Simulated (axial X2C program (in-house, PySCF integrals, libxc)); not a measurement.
## Levels of MgF by electron attachment to MgF⁺ (EOM-EA-CCSD)

Computed with an axial X2C code built on PySCF integrals: two-component X2C with atomic mean-field Coulomb and Gaunt terms, Gaussian nuclei, basis Mg dyall-acv3z, F dyall-av3z with contracted cores.

R = 1.617 Å (0.920 times 1.758 Å, the PBE0 minimum at charge 0 for the lowest determinant).

Levels of MgF obtained by attaching an electron to MgF⁺:

```json
{"Ω": "1/2", "binding energy (eV)": "7.466", "above lowest (cm⁻¹)": "0", "attached spinor": "63% Mg sσ, 24% Mg pσ, 8% F pσ", "one-particle weight": "0.99"}
{"Ω": "1/2", "binding energy (eV)": "4.153", "above lowest (cm⁻¹)": "26724", "attached spinor": "79% Mg pπ, 13% Mg dπ, 7% F pπ", "one-particle weight": "0.99"}
{"Ω": "3/2", "binding energy (eV)": "4.149", "above lowest (cm⁻¹)": "26756", "attached spinor": "79% Mg pπ, 13% Mg dπ, 7% F pπ", "one-particle weight": "0.99"}
{"Ω": "1/2", "binding energy (eV)": "2.994", "above lowest (cm⁻¹)": "36071", "attached spinor": "62% Mg pσ, 27% Mg dσ", "one-particle weight": "0.99"}
{"Ω": "1/2", "binding energy (eV)": "2.470", "above lowest (cm⁻¹)": "40298", "attached spinor": "81% Mg sσ, 14% Mg pσ", "one-particle weight": "1.00"}
{"Ω": "1/2", "binding energy (eV)": "1.646", "above lowest (cm⁻¹)": "46949", "attached spinor": "97% Mg pπ", "one-particle weight": "1.00"}
{"Ω": "3/2", "binding energy (eV)": "1.645", "above lowest (cm⁻¹)": "46956", "attached spinor": "97% Mg pπ", "one-particle weight": "1.00"}
```

This point took 6.7 s on 1 thread of Intel(R) Xeon(R) 6975P-C (Granite Rapids), with other jobs on the host.

Reference electrons by ω block (each with its −ω partner): 1/2: 8, 3/2: 2. 8 electrons of MgF⁺ correlated (inner shells frozen), 92 natural virtual spinors (a truncated set); levels can be off by some tenths of an eV. Roots sought by Ω: (1/2: 5, 3/2: 4, 5/2: 2, 7/2: 1); the list ends where they run out and leaves out roots under 60 % one-particle weight. The solver can skip a root, and states that need a further excitation, which the method places far too high, are missing though they may lie low or lowest. T1 of the reference 0.017 (Lee–Taylor). The reference was not checked to be the lowest state of its species. Number of frozen shells: Mg 2 s, 1 p; F 1 s.
